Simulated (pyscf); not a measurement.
Single points on ωB97X-D3(BJ)/def2-SVP structures (PySCF, gas phase).

Problem. Estimate the classical barrier height and the reaction energy of H₃Si–TeH + hydrogen (H₂) -> TeH₂ + silane (SiH₄) at ωB97M-D3(BJ)/def2-TZVP. The step runs on the singlet surface, breaks Si–Te, H–H and forms H–Te, H–Si; take the separated reactants as zero.

Solution. ΔE‡ = 57.3 kcal/mol, ΔE = +7.1 kcal/mol. Zero-point energy shifts the barrier by +1.7 kcal/mol. It is a four-centre exchange, with an imaginary mode of 1297i cm⁻¹. This is the saddle that the search found; another between the same sides may lie lower. Elements past Kr carry the def2 core potentials, without spin-orbit coupling.
